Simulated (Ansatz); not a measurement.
Process, species as SMILES: ClCl [molecular chlorine] -> ClCl as doublet, charge +1 + e-

Quantity: adiabatic ionisation energy (0 K, with zero-point energies), in eV. Set-up: LANL2DZ with its own core potentials from Na on; open shells spin-unrestricted; 6-311+G** with 5d, 6d on Na to Ar in Ansatz (a program for electronic structure); no spin-orbit coupling; six Cartesian d functions in 6-31G* and its kin unless marked 5d; non-relativistic. First-principles rows: single points at B3LYP-D3(BJ) geometries (Ansatz), with unscaled harmonic terms from B3LYP/6-31G* at its own minima.

Measured values: CCCBDB table in ASE; they hold spin-orbit and core effects. 

Value to compare with, the measured value: 11.48 eV.

```json
[
 {"level": "PBE/STO-3G", "program": "Ansatz", "adiabatic ionisation energy (0 K, with zero-point energies) (eV)": "11.20", "error": "-0.28"},
 {"level": "PBE/3-21G", "program": "Ansatz", "adiabatic ionisation energy (0 K, with zero-point energies) (eV)": "12.05", "error": "0.57"},
 {"level": "PBE/LANL2DZ", "program": "Ansatz", "adiabatic ionisation energy (0 K, with zero-point energies) (eV)": "12.15", "error": "0.67"},
 {"level": "PBE/6-31G*", "program": "Ansatz", "adiabatic ionisation energy (0 K, with zero-point energies) (eV)": "11.29", "error": "-0.19"},
 {"level": "PBE/def2-SVP", "program": "Ansatz", "adiabatic ionisation energy (0 K, with zero-point energies) (eV)": "11.21", "error": "-0.27"},
 {"level": "PBE/6-311+G**", "program": "Ansatz", "adiabatic ionisation energy (0 K, with zero-point energies) (eV)": "11.33", "error": "-0.15"},
 {"level": "PBE/def2-TZVPD", "program": "Ansatz", "adiabatic ionisation energy (0 K, with zero-point energies) (eV)": "11.14", "error": "-0.34"}
]
```

Among the 6 habitual levels, PBE/LANL2DZ lies farthest from the measured value (0.67 eV); 2 of 6 lie above it, and their mean absolute error is 0.35 eV, the median 0.28. One case shows no general order.

The sets are all those run for this method; runs whose electronic state is in doubt are left out.
